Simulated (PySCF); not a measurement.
C₃H₅N₃: calculation and literature

Geometry:
```json
{"atom": "C1", "x (Å)": "-1.746", "y (Å)": "-0.060", "z (Å)": "-0.032"}
{"atom": "N2", "x (Å)": "-0.306", "y (Å)": "-0.037", "z (Å)": "-0.037"}
{"atom": "N3", "x (Å)": "0.410", "y (Å)": "-1.121", "z (Å)": "0.167"}
{"atom": "C4", "x (Å)": "1.666", "y (Å)": "-0.686", "z (Å)": "0.127"}
{"atom": "C5", "x (Å)": "1.640", "y (Å)": "0.698", "z (Å)": "-0.104"}
{"atom": "N6", "x (Å)": "0.369", "y (Å)": "1.078", "z (Å)": "-0.200"}
{"atom": "H7", "x (Å)": "-2.136", "y (Å)": "0.383", "z (Å)": "0.896"}
{"atom": "H8", "x (Å)": "-2.063", "y (Å)": "-1.106", "z (Å)": "-0.103"}
{"atom": "H9", "x (Å)": "-2.123", "y (Å)": "0.511", "z (Å)": "-0.890"}
{"atom": "H10", "x (Å)": "2.505", "y (Å)": "-1.366", "z (Å)": "0.257"}
{"atom": "H11", "x (Å)": "2.453", "y (Å)": "1.414", "z (Å)": "-0.206"}
```

Method: GIAO PBE0/pcSseg-1 shieldings, PBE0-D3(BJ)/def2-SVP structure, in PySCF 2.14 (non-relativistic Hamiltonian, one computed conformer, one averaged value for each set of equivalent atoms, in vacuum).

Reference values: measured (solution, CH2Cl2; Solvent effects on the nitrogen NMR chemical shifts in 1-methylazoles - a theoretical study, New J. Chem. 2015 (author manuscript)).
| atoms | quantity | reference | computed | computed, scaled |
| --- | --- | --- | --- | --- |
| N3/N6 | δ 15N vs neat liquid CH3NO2 | -50.7 | – | -60.3 |
| N2 | δ 15N vs neat liquid CH3NO2 | -131.8 | – | -145.5 |

Reference values: measured (solution, H2O; Solvent effects on the nitrogen NMR chemical shifts in 1-methylazoles - a theoretical study, New J. Chem. 2015 (author manuscript)).
```tsv
atoms	quantity	reference	computed	computed, scaled
N3/N6	δ 15N vs neat liquid CH3NO2	-58.9	–	-60.3
N2	δ 15N vs neat liquid CH3NO2	-132.9	–	-145.5
```

Reference values: measured (solution, MeOH; Solvent effects on the nitrogen NMR chemical shifts in 1-methylazoles - a theoretical study, New J. Chem. 2015 (author manuscript)).
| atoms | quantity | reference | computed | computed, scaled |
| --- | --- | --- | --- | --- |
| N3/N6 | δ 15N vs neat liquid CH3NO2 | -53.2 | – | -60.3 |
| N2 | δ 15N vs neat liquid CH3NO2 | -132.3 | – | -145.5 |

Reference values: measured (solution, dioxane; Solvent effects on the nitrogen NMR chemical shifts in 1-methylazoles - a theoretical study, New J. Chem. 2015 (author manuscript)).
```tsv
atoms	quantity	reference	computed	computed, scaled
N3/N6	δ 15N vs neat liquid CH3NO2	-49.0	–	-60.3
N2	δ 15N vs neat liquid CH3NO2	-131.1	–	-145.5
```

Reference values: measured (solution, acetone; Solvent effects on the nitrogen NMR chemical shifts in 1-methylazoles - a theoretical study, New J. Chem. 2015 (author manuscript)).
```tsv
atoms	quantity	reference	computed	computed, scaled
N3/N6	δ 15N vs neat liquid CH3NO2	-49.4	–	-60.3
N2	δ 15N vs neat liquid CH3NO2	-131.5	–	-145.5
```

Reference values: measured (solution, DMSO; Solvent effects on the nitrogen NMR chemical shifts in 1-methylazoles - a theoretical study, New J. Chem. 2015 (author manuscript)).
```csv
atoms,quantity,reference,computed,"computed, scaled"
N3/N6,δ 15N vs neat liquid CH3NO2,-48.9,–,-60.3
N2,δ 15N vs neat liquid CH3NO2,-130.7,–,-145.5
```

Computed shifts are σ(ref) − σ with the named reference compound (TMS for H and C) calculated as an isolated molecule at the same level. The measured values may be among those fitted. Shieldings were converted by a linear fit to measured shifts: 15N (scatter 7.2 ppm rms vs CH3NO2, solution or neat liquid). Occasional misses reach two or three times the rms, and more in compound classes unlike the fitted ones.

12 of the 24 published NMR values on file for this molecule are compared. The rest: values from further sources.
